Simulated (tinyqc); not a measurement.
Worked calculation (part 1 of 2): UHF in the sto-3g basis, for H2O+, spin multiplicity 2. This run ends on a higher stationary point, not on the lowest solution. Computed by tinyqc, a small Python program that keeps every step (integrals from PySCF). Settings: charge = 1, multiplicity = 2, basis = sto-3g, energy threshold = 1e-10, iteration cap = 52, orthogonalisation = canonical, start = highest core orbitals, DIIS depth = 8, DIIS from iteration = 3, damping = 0.7, method = UHF. Command: `OMP_NUM_THREADS=1 python tinyqc.py 24799 24800 out.jsonl` (the two numbers bound the seeds that draw the settings). One thread of a shared host (Intel(R) Xeon(R) Processor @ 2.60GHz), about 0.1 s of CPU time with the checks. Later iterations appear only in the table of the cycle.

## One-electron integrals

Geometry (angstrom):
```
atom       x        y       z
O     0.0000   0.0000  0.0000
H     0.0000   0.9280  0.8710
H     0.0000  -0.9280  0.8710
```

Basis sto-3g: exponents (1/bohr^2) and contraction coefficients of normalised primitives:
```
element  l (shell)  exponent  coefficient
O            s (1)  130.7093       0.1543
O            s (1)   23.8089       0.5353
O            s (1)    6.4436       0.4446
O            s (2)    5.0332      -0.1000
O            s (2)    1.1696       0.3995
O            s (2)    0.3804       0.7001
O            p (3)    5.0332       0.1559
O            p (3)    1.1696       0.6077
O            p (3)    0.3804       0.3920
H            s (1)    3.4253       0.1543
H            s (1)    0.6239       0.5353
H            s (1)    0.1689       0.4446
```

Overlap, kinetic and nuclear-attraction integrals over the contracted functions; the nuclear repulsion is the sum of Za Zb / Rab.

nuclear repulsion = 6.937650 hartree

overlap S, lower triangle:
```
         1O 1s   1O 2s  1O 2px   1O 2py  1O 2pz   2H 1s   3H 1s
1O 1s   1.0000
1O 2s   0.2367  1.0000
1O 2px  0.0000  0.0000  1.0000
1O 2py  0.0000  0.0000  0.0000   1.0000
1O 2pz  0.0000  0.0000  0.0000   0.0000  1.0000
2H 1s   0.0256  0.2940  0.0000   0.2005  0.1882  1.0000
3H 1s   0.0256  0.2940  0.0000  -0.2005  0.1882  0.1503  1.0000
```

kinetic energy T (hartree), lower triangle:
```
          1O 1s   1O 2s  1O 2px   1O 2py  1O 2pz    2H 1s   3H 1s
1O 1s   29.0032
1O 2s   -0.1680  0.8081
1O 2px   0.0000  0.0000  2.5287
1O 2py   0.0000  0.0000  0.0000   2.5287
1O 2pz   0.0000  0.0000  0.0000   0.0000  2.5287
2H 1s   -0.0081  0.0246  0.0000   0.0741  0.0696   0.7600
3H 1s   -0.0081  0.0246  0.0000  -0.0741  0.0696  -0.0076  0.7600
```

nuclear attraction V (hartree), lower triangle:
```
           1O 1s    1O 2s   1O 2px   1O 2py   1O 2pz    2H 1s    3H 1s
1O 1s   -61.4500
1O 2s    -7.3799  -9.8822
1O 2px    0.0000   0.0000  -9.7684
1O 2py    0.0000   0.0000   0.0000  -9.8337
1O 2pz   -0.0120  -0.1500   0.0000   0.0000  -9.8259
2H 1s    -0.8159  -2.1401   0.0000  -1.2658  -1.2238  -4.8031
3H 1s    -0.8159  -2.1401   0.0000   1.2658  -1.2238  -0.7823  -4.8031
```

core Hamiltonian H = T + V (hartree), lower triangle:
```
           1O 1s    1O 2s   1O 2px   1O 2py   1O 2pz    2H 1s    3H 1s
1O 1s   -32.4468
1O 2s    -7.5479  -9.0741
1O 2px    0.0000   0.0000  -7.2397
1O 2py    0.0000   0.0000   0.0000  -7.3050
1O 2pz   -0.0120  -0.1500   0.0000   0.0000  -7.2972
2H 1s    -0.8240  -2.1156   0.0000  -1.1916  -1.1542  -4.0431
3H 1s    -0.8240  -2.1156   0.0000   1.1916  -1.1542  -0.7899  -4.0431
```

## Two-electron integrals

Functions are numbered as in S; the eight-fold symmetry (ij|kl) = (ji|kl) = (kl|ij) leaves the list below.

Two-electron integrals (ij|kl) in chemists' order, unique and non-zero (hartree):
```
(11|11) 4.7851      (21|11) 0.7414      (21|21) 0.1369      (22|11) 1.1189
(22|21) 0.2566      (22|22) 0.8172      (31|31) 0.0245      (32|31) 0.0378
(32|32) 0.1805      (33|11) 1.1158      (33|21) 0.2567      (33|22) 0.8170
(33|33) 0.8802      (41|41) 0.0245      (42|41) 0.0378      (42|42) 0.1805
(43|43) 0.0474      (44|11) 1.1158      (44|21) 0.2567      (44|22) 0.8170
(44|33) 0.7853      (44|44) 0.8802      (51|51) 0.0245      (52|51) 0.0378
(52|52) 0.1805      (53|53) 0.0474      (54|54) 0.0474      (55|11) 1.1158
(55|21) 0.2567      (55|22) 0.8170      (55|33) 0.7853      (55|44) 0.7853
(55|55) 0.8802      (61|11) 0.0810      (61|21) 0.0149      (61|22) 0.0277
(61|33) 0.0277      (61|41) 4.78e-04    (61|42) 0.0009      (61|44) 0.0278
(61|51) 4.49e-04    (61|52) 0.0009      (61|54) 7.98e-05    (61|55) 0.0278
(61|61) 0.0016      (62|11) 0.2271      (62|21) 0.0529      (62|22) 0.1903
(62|33) 0.1868      (62|41) 0.0029      (62|42) 0.0234      (62|44) 0.1922
(62|51) 0.0027      (62|52) 0.0219      (62|54) 0.0050      (62|55) 0.1915
(62|61) 0.0059      (62|62) 0.0582      (63|31) 0.0052      (63|32) 0.0314
(63|43) 0.0047      (63|53) 0.0044      (63|63) 0.0077      (64|11) 0.1287
(64|21) 0.0303      (64|22) 0.1166      (64|33) 0.1115      (64|41) 0.0066
(64|42) 0.0446      (64|44) 0.1239      (64|51) 0.0013      (64|52) 0.0125
(64|54) 0.0073      (64|55) 0.1142      (64|61) 0.0035      (64|62) 0.0434
(64|64) 0.0398      (65|11) 0.1208      (65|21) 0.0285      (65|22) 0.1094
(65|33) 0.1047      (65|41) 0.0013      (65|42) 0.0125      (65|44) 0.1075
(65|51) 0.0064      (65|52) 0.0431      (65|54) 0.0074      (65|55) 0.1159
(65|61) 0.0033      (65|62) 0.0408      (65|64) 0.0301      (65|65) 0.0359
(66|11) 0.4113      (66|21) 0.0973      (66|22) 0.4035      (66|33) 0.3890
(66|41) 0.0059      (66|42) 0.0688      (66|44) 0.4120      (66|51) 0.0056
(66|52) 0.0646      (66|54) 0.0216      (66|55) 0.4092      (66|61) 0.0108
(66|62) 0.1664      (66|64) 0.1420      (66|65) 0.1333      (66|66) 0.7746
(71|11) 0.0810      (71|21) 0.0149      (71|22) 0.0277      (71|33) 0.0277
(71|41) -4.78e-04   (71|42) -0.0009     (71|44) 0.0278      (71|51) 4.49e-04
(71|52) 0.0009      (71|54) -7.98e-05   (71|55) 0.0278      (71|61) 0.0016
(71|62) 0.0057      (71|64) 0.0031      (71|65) 0.0032      (71|66) 0.0105
(71|71) 0.0016      (72|11) 0.2271      (72|21) 0.0529      (72|22) 0.1903
(72|33) 0.1868      (72|41) -0.0029     (72|42) -0.0234     (72|44) 0.1922
(72|51) 0.0027      (72|52) 0.0219      (72|54) -0.0050     (72|55) 0.1915
(72|61) 0.0057      (72|62) 0.0466      (72|64) 0.0242      (72|65) 0.0317
(72|66) 0.1074      (72|71) 0.0059      (72|72) 0.0582      (73|31) 0.0052
(73|32) 0.0314      (73|43) -0.0047     (73|53) 0.0044      (73|63) 0.0059
(73|73) 0.0077      (74|11) -0.1287     (74|21) -0.0303     (74|22) -0.1166
(74|33) -0.1115     (74|41) 0.0066      (74|42) 0.0446      (74|44) -0.1239
(74|51) -0.0013     (74|52) -0.0125     (74|54) 0.0073      (74|55) -0.1142
(74|61) -0.0031     (74|62) -0.0242     (74|64) -0.0070     (74|65) -0.0162
(74|66) -0.0520     (74|71) -0.0035     (74|72) -0.0434     (74|74) 0.0398
(75|11) 0.1208      (75|21) 0.0285      (75|22) 0.1094      (75|33) 0.1047
(75|41) -0.0013     (75|42) -0.0125     (75|44) 0.1075      (75|51) 0.0064
(75|52) 0.0431      (75|54) -0.0074     (75|55) 0.1159      (75|61) 0.0032
(75|62) 0.0317      (75|64) 0.0162      (75|65) 0.0272      (75|66) 0.0796
(75|71) 0.0033      (75|72) 0.0408      (75|74) -0.0301     (75|75) 0.0359
(76|11) 0.0761      (76|21) 0.0179      (76|22) 0.0713      (76|33) 0.0694
(76|44) 0.0705      (76|51) 0.0013      (76|52) 0.0135      (76|55) 0.0738
(76|61) 0.0020      (76|62) 0.0227      (76|64) 0.0148      (76|65) 0.0179
(76|66) 0.0731      (76|71) 0.0020      (76|72) 0.0227      (76|74) -0.0148
(76|75) 0.0179      (76|76) 0.0119      (77|11) 0.4113      (77|21) 0.0973
(77|22) 0.4035      (77|33) 0.3890      (77|41) -0.0059     (77|42) -0.0688
(77|44) 0.4120      (77|51) 0.0056      (77|52) 0.0646      (77|54) -0.0216
(77|55) 0.4092      (77|61) 0.0105      (77|62) 0.1074      (77|64) 0.0520
(77|65) 0.0796      (77|66) 0.2835      (77|71) 0.0108      (77|72) 0.1664
(77|74) -0.1420     (77|75) 0.1333      (77|76) 0.0731      (77|77) 0.7746
```

## Orthogonalisation

S = U s U^T; canonical form X = U s^(-1/2), so that X^T S X = 1. Each column of U has its largest component positive (the first on a tie).

eigenvalues of S: 0.5357  0.6315  0.8809  1.0000  1.1162  1.2182  1.6175

X:
```
              1        2        3       4        5        6       7
1O 1s   -0.4084   0.0000   0.6914  0.0000   0.6136   0.0000  0.2070
1O 2s    0.9233   0.0000  -0.3008  0.0000   0.3401   0.0000  0.4547
1O 2px   0.0000   0.0000   0.0000  1.0000   0.0000   0.0000  0.0000
1O 2py   0.0000   0.7674   0.0000  0.0000   0.0000   0.7181  0.0000
1O 2pz   0.4578   0.0000   0.6871  0.0000  -0.5823   0.0000  0.2403
2H 1s   -0.5647  -0.7052  -0.2174  0.0000  -0.1798   0.3907  0.3943
3H 1s   -0.5647   0.7052  -0.2174  0.0000  -0.1798  -0.3907  0.3943
```

## Starting guess

The start is the highest orbitals of the core Hamiltonian (a deliberately bad start); D(s) = C_occ C_occ^T for each spin.

D(alpha) at the start, lower triangle:
```
          1O 1s    1O 2s  1O 2px   1O 2py   1O 2pz    2H 1s   3H 1s
1O 1s    0.0076
1O 2s   -0.0383   0.2146
1O 2px   0.0000   0.0000  1.0000
1O 2py   0.0000   0.0000  0.0000   1.1045
1O 2pz   0.0686  -0.2621  0.0000   0.0000   0.9343
2H 1s    0.0242  -0.2222  0.0000  -0.2606  -0.1656   1.1912
3H 1s    0.0242  -0.2222  0.0000   0.2606  -0.1656  -0.1087  1.1912
```

D(beta) at the start, lower triangle:
```
          1O 1s    1O 2s  1O 2px   1O 2py   1O 2pz    2H 1s   3H 1s
1O 1s    0.0076
1O 2s   -0.0383   0.2146
1O 2px   0.0000   0.0000  1.0000
1O 2py   0.0000   0.0000  0.0000   0.0399
1O 2pz   0.0686  -0.2621  0.0000   0.0000   0.9343
2H 1s    0.0242  -0.2222  0.0000  -0.1599  -0.1656   1.1817
3H 1s    0.0242  -0.2222  0.0000   0.1599  -0.1656  -0.0992  1.1817
```

## Iteration 1: building the Fock matrix

J_ij = sum D_kl (ij|kl) with D = D(alpha) + D(beta), K_ij = sum D_kl (ik|jl) for each spin; F = H + J - K(s); E = tr D H + tr D J / 2 - 0.5 sum_s tr D(s) K(s) + E_nn.

Coulomb J (hartree), lower triangle:
```
          1O 1s   1O 2s  1O 2px   1O 2py  1O 2pz   2H 1s   3H 1s
1O 1s    7.1885
1O 2s    1.6614  5.6355
1O 2px   0.0000  0.0000  5.6185
1O 2py   0.0000  0.0000  0.0000   5.6119
1O 2pz  -0.0224  0.0051  0.0000   0.0000  5.6725
2H 1s    0.1791  1.4495  0.0000   0.9375  0.9031  4.0471
3H 1s    0.1791  1.4495  0.0000  -0.9375  0.9031  0.6259  4.0471
```

exchange K(alpha) (hartree), lower triangle:
```
          1O 1s    1O 2s  1O 2px   1O 2py  1O 2pz   2H 1s   3H 1s
1O 1s    0.0808
1O 2s    0.1129   0.6309
1O 2px   0.0000   0.0000  0.9948
1O 2py   0.0000   0.0000  0.0000   1.0232
1O 2pz  -0.0111  -0.2947  0.0000   0.0000  0.9157
2H 1s    0.0150   0.1639  0.0000   0.1778  0.1028  0.7975
3H 1s    0.0150   0.1639  0.0000  -0.1778  0.1028  0.0889  0.7975
```

exchange K(beta) (hartree), lower triangle:
```
          1O 1s    1O 2s  1O 2px   1O 2py  1O 2pz   2H 1s   3H 1s
1O 1s    0.0549
1O 2s    0.0734   0.4480
1O 2px   0.0000   0.0000  0.9461
1O 2py   0.0000   0.0000  0.0000   0.1352
1O 2pz  -0.0108  -0.2914  0.0000   0.0000  0.8680
2H 1s    0.0086   0.1247  0.0000   0.0835  0.0982  0.7747
3H 1s    0.0086   0.1247  0.0000  -0.0835  0.0982  0.0904  0.7747
```

F(alpha) (hartree), lower triangle:
```
           1O 1s    1O 2s   1O 2px   1O 2py   1O 2pz    2H 1s    3H 1s
1O 1s   -25.3391
1O 2s    -5.9994  -4.0695
1O 2px    0.0000   0.0000  -2.6160
1O 2py    0.0000   0.0000   0.0000  -2.7163
1O 2pz   -0.0233   0.1498   0.0000   0.0000  -2.5404
2H 1s    -0.6599  -0.8300   0.0000  -0.4320  -0.3539  -0.7935
3H 1s    -0.6599  -0.8300   0.0000   0.4320  -0.3539  -0.2529  -0.7935
```

F(beta) (hartree), lower triangle:
```
           1O 1s    1O 2s   1O 2px   1O 2py   1O 2pz    2H 1s    3H 1s
1O 1s   -25.3132
1O 2s    -5.9599  -3.8866
1O 2px    0.0000   0.0000  -2.5673
1O 2py    0.0000   0.0000   0.0000  -1.8283
1O 2pz   -0.0236   0.1465   0.0000   0.0000  -2.4927
2H 1s    -0.6535  -0.7908   0.0000  -0.3376  -0.3493  -0.7707
3H 1s    -0.6535  -0.7908   0.0000   0.3376  -0.3493  -0.2543  -0.7707
```

total energy of this density = -26.428573 hartree

This density is the starting one.

## Iteration 1: diagonalisation and new density

Diagonalise F' = X^T F X, C = X C', fill 5 alpha and 4 beta electrons from the bottom; D(s) = C_occ C_occ^T; the new density keeps 0.7 of the old one (damping). Each column has its largest component positive (the first on a tie).

F' = X^T F X (alpha) (hartree), lower triangle:
```
         1        2         3        4         5        6        7
1  -2.7473
2   0.0000  -1.2021
3   3.5305   0.0000  -10.9768
4   0.0000   0.0000    0.0000  -2.6160
5   3.6820   0.0000   -9.2704   0.0000  -13.1404
6   0.0000  -1.0204    0.0000   0.0000    0.0000  -2.0504
7   0.8093   0.0000   -4.8879   0.0000   -5.6325   0.0000  -4.4431
```

orbital energies (alpha) (hartree): MO1 -25.3391, MO2 -2.8856, MO3 -2.7313, MO4 -2.6160, MO5 -2.4812, MO6 -0.6017, MO7 -0.5212

coefficients C (alpha):
```
            MO1      MO2      MO3     MO4      MO5      MO6      MO7
1O 1s    1.0000  -0.2249   0.0000  0.0000  -0.1054   0.0497   0.0000
1O 2s   -0.0001   0.9587   0.0000  0.0000   0.4560  -0.3721   0.0000
1O 2px   0.0000   0.0000   0.0000  1.0000   0.0000   0.0000   0.0000
1O 2py   0.0000   0.0000   1.0232  0.0000   0.0000   0.0000  -0.2398
1O 2pz   0.0009  -0.3954   0.0000  0.0000   0.9363  -0.2132   0.0000
2H 1s    0.0003  -0.0328  -0.0664  0.0000  -0.0679   0.7405   0.8034
3H 1s    0.0003  -0.0328   0.0664  0.0000  -0.0679   0.7405  -0.8034
```

F' = X^T F X (beta) (hartree), lower triangle:
```
         1        2         3        4         5        6        7
1  -2.6766
2   0.0000  -0.8594
3   3.5102   0.0000  -10.9350
4   0.0000   0.0000    0.0000  -2.5673
5   3.7133   0.0000   -9.2997   0.0000  -13.0844
6   0.0000  -0.5834    0.0000   0.0000    0.0000  -1.4792
7   0.8838   0.0000   -4.9081   0.0000   -5.5920   0.0000  -4.3561
```

orbital energies (beta) (hartree): MO1 -25.3133, MO2 -2.7344, MO3 -2.5673, MO4 -2.4065, MO5 -1.8299, MO6 -0.5979, MO7 -0.5086

coefficients C (beta):
```
            MO1      MO2     MO3      MO4      MO5      MO6      MO7
1O 1s    1.0004  -0.2060  0.0000  -0.1356   0.0000   0.0504   0.0000
1O 2s   -0.0018   0.8825  0.0000   0.5877   0.0000  -0.3758   0.0000
1O 2px   0.0000   0.0000  1.0000   0.0000   0.0000   0.0000   0.0000
1O 2py   0.0000   0.0000  0.0000   0.0000   1.0108   0.0000  -0.2878
1O 2pz   0.0009  -0.5262  0.0000   0.8691   0.0000  -0.2148   0.0000
2H 1s    0.0005  -0.0211  0.0000  -0.0696  -0.0285   0.7407   0.8057
3H 1s    0.0005  -0.0211  0.0000  -0.0696   0.0285   0.7407  -0.8057
```

D(alpha) after iteration 1, lower triangle:
```
          1O 1s    1O 2s  1O 2px   1O 2py   1O 2pz    2H 1s   3H 1s
1O 1s    0.3238
1O 2s   -0.1059   0.4883
1O 2px   0.0000   0.0000  1.0000
1O 2py   0.0000   0.0000  0.0000   1.0873
1O 2pz   0.0454  -0.1691  0.0000   0.0000   0.9639
2H 1s    0.0214  -0.1743  0.0000  -0.2028  -0.1311   0.8369
3H 1s    0.0214  -0.1743  0.0000   0.2028  -0.1311  -0.0757  0.8369
```

D(beta) after iteration 1, lower triangle:
```
          1O 1s    1O 2s  1O 2px   1O 2py   1O 2pz    2H 1s   3H 1s
1O 1s    0.3238
1O 2s   -0.1058   0.4875
1O 2px   0.0000   0.0000  1.0000
1O 2py   0.0000   0.0000  0.0000   0.0280
1O 2pz   0.0454  -0.1695  0.0000   0.0000   0.9637
2H 1s    0.0212  -0.1734  0.0000  -0.1120  -0.1308   0.8288
3H 1s    0.0212  -0.1734  0.0000   0.1120  -0.1308  -0.0678  0.8288
```

## Iteration 2: building the Fock matrix

As before.

Coulomb J (hartree), lower triangle:
```
          1O 1s   1O 2s  1O 2px   1O 2py  1O 2pz   2H 1s   3H 1s
1O 1s   10.2613
1O 2s    2.1468  6.3360
1O 2px   0.0000  0.0000  6.3315
1O 2py   0.0000  0.0000  0.0000   6.2978
1O 2pz  -0.0150  0.0047  0.0000   0.0000  6.3691
2H 1s    0.2322  1.5502  0.0000   0.9761  0.9350  3.9215
3H 1s    0.2322  1.5502  0.0000  -0.9761  0.9350  0.6335  3.9215
```

exchange K(alpha) (hartree), lower triangle:
```
          1O 1s    1O 2s  1O 2px   1O 2py  1O 2pz   2H 1s   3H 1s
1O 1s    1.5325
1O 2s    0.3364   0.8716
1O 2px   0.0000   0.0000  1.0500
1O 2py   0.0000   0.0000  0.0000   1.0709
1O 2pz  -0.0077  -0.2050  0.0000   0.0000  0.9952
2H 1s    0.0403   0.2023  0.0000   0.1654  0.1108  0.5903
3H 1s    0.0403   0.2023  0.0000  -0.1654  0.1108  0.0809  0.5903
```

exchange K(beta) (hartree), lower triangle:
```
          1O 1s    1O 2s  1O 2px   1O 2py  1O 2pz   2H 1s   3H 1s
1O 1s    1.5067
1O 2s    0.2971   0.6887
1O 2px   0.0000   0.0000  1.0014
1O 2py   0.0000   0.0000  0.0000   0.1829
1O 2pz  -0.0074  -0.2020  0.0000   0.0000  0.9475
2H 1s    0.0339   0.1628  0.0000   0.0682  0.1061  0.5664
3H 1s    0.0339   0.1628  0.0000  -0.0682  0.1061  0.0829  0.5664
```

F(alpha) (hartree), lower triangle:
```
           1O 1s    1O 2s   1O 2px   1O 2py   1O 2pz    2H 1s    3H 1s
1O 1s   -23.7180
1O 2s    -5.7375  -3.6097
1O 2px    0.0000   0.0000  -1.9582
1O 2py    0.0000   0.0000   0.0000  -2.0781
1O 2pz   -0.0194   0.0597   0.0000   0.0000  -1.9233
2H 1s    -0.6320  -0.7676   0.0000  -0.3809  -0.3300  -0.7119
3H 1s    -0.6320  -0.7676   0.0000   0.3809  -0.3300  -0.2373  -0.7119
```

F(beta) (hartree), lower triangle:
```
           1O 1s    1O 2s   1O 2px   1O 2py   1O 2pz    2H 1s    3H 1s
1O 1s   -23.6922
1O 2s    -5.6982  -3.4268
1O 2px    0.0000   0.0000  -1.9095
1O 2py    0.0000   0.0000   0.0000  -1.1900
1O 2pz   -0.0196   0.0566   0.0000   0.0000  -1.8756
2H 1s    -0.6256  -0.7282   0.0000  -0.2837  -0.3253  -0.6881
3H 1s    -0.6256  -0.7282   0.0000   0.2837  -0.3253  -0.2394  -0.6881
```

total energy of this density = -41.949793 hartree

This density is a damped mixture and is not idempotent.

## Iteration 2: diagonalisation and new density

As before.

F' = X^T F X (alpha) (hartree), lower triangle:
```
         1        2        3        4         5        6        7
1  -2.2980
2   0.0000  -0.8712
3   3.2737   0.0000  -9.9424
4   0.0000   0.0000   0.0000  -1.9582
5   3.3758   0.0000  -8.9092   0.0000  -12.1368
6   0.0000  -0.7262   0.0000   0.0000    0.0000  -1.6439
7   0.8526   0.0000  -4.5920   0.0000   -5.3425   0.0000  -4.1198
```

orbital energies (alpha) (hartree): MO1 -23.7188, MO2 -2.3665, MO3 -2.0801, MO4 -1.9582, MO5 -1.9140, MO6 -0.4977, MO7 -0.4350

coefficients C (alpha):
```
            MO1      MO2      MO3     MO4      MO5      MO6      MO7
1O 1s    0.9985  -0.2494   0.0000  0.0000  -0.0386   0.0598   0.0000
1O 2s    0.0066   1.0354   0.0000  0.0000   0.1592  -0.4099   0.0000
1O 2px   0.0000   0.0000   0.0000  1.0000   0.0000   0.0000   0.0000
1O 2py   0.0000   0.0000   1.0107  0.0000   0.0000   0.0000  -0.2881
1O 2pz   0.0012  -0.1349   0.0000  0.0000   0.9951  -0.2645   0.0000
2H 1s   -0.0008  -0.0296  -0.0282  0.0000  -0.0159   0.7435   0.8057
3H 1s   -0.0008  -0.0296   0.0282  0.0000  -0.0159   0.7435  -0.8057
```

F' = X^T F X (beta) (hartree), lower triangle:
```
         1        2        3        4         5        6        7
1  -2.2273
2   0.0000  -0.5329
3   3.2535   0.0000  -9.9006
4   0.0000   0.0000   0.0000  -1.9095
5   3.4069   0.0000  -8.9385   0.0000  -12.0810
6   0.0000  -0.2913   0.0000   0.0000    0.0000  -1.0690
7   0.9270   0.0000  -4.6122   0.0000   -5.3023   0.0000  -4.0324
```

orbital energies (beta) (hartree): MO1 -23.6926, MO2 -2.1928, MO3 -1.9095, MO4 -1.8634, MO5 -1.1968, MO6 -0.4925, MO7 -0.4051

coefficients C (beta):
```
            MO1      MO2     MO3      MO4      MO5      MO6      MO7
1O 1s    0.9989  -0.2452  0.0000  -0.0501   0.0000   0.0614   0.0000
1O 2s    0.0048   1.0237  0.0000   0.2073   0.0000  -0.4178   0.0000
1O 2px   0.0000   0.0000  1.0000   0.0000   0.0000   0.0000   0.0000
1O 2py   0.0000   0.0000  0.0000   0.0000   0.9659   0.0000  -0.4142
1O 2pz   0.0011  -0.1849  0.0000   0.9861   0.0000  -0.2681   0.0000
2H 1s   -0.0006  -0.0238  0.0000  -0.0136   0.0744   0.7438   0.8027
3H 1s   -0.0006  -0.0238  0.0000  -0.0136  -0.0744   0.7438  -0.8027
```

D(alpha) after iteration 2, lower triangle:
```
          1O 1s    1O 2s  1O 2px   1O 2py   1O 2pz    2H 1s   3H 1s
1O 1s    0.5449
1O 2s   -0.1515   0.6710
1O 2px   0.0000   0.0000  1.0000
1O 2py   0.0000   0.0000  0.0000   1.0675
1O 2pz   0.0307  -0.1127  0.0000   0.0000   0.9773
2H 1s    0.0171  -0.1319  0.0000  -0.1505  -0.0953   0.5864
3H 1s    0.0171  -0.1319  0.0000   0.1505  -0.0953  -0.0529  0.5864
```

D(beta) after iteration 2, lower triangle:
```
          1O 1s    1O 2s  1O 2px   1O 2py   1O 2pz    2H 1s   3H 1s
1O 1s    0.5448
1O 2s   -0.1510   0.6685
1O 2px   0.0000   0.0000  1.0000
1O 2py   0.0000   0.0000  0.0000   0.0196
1O 2pz   0.0309  -0.1141  0.0000   0.0000   0.9766
2H 1s    0.0166  -0.1295  0.0000  -0.0784  -0.0942   0.5804
3H 1s    0.0166  -0.1295  0.0000   0.0784  -0.0942  -0.0473  0.5804
```
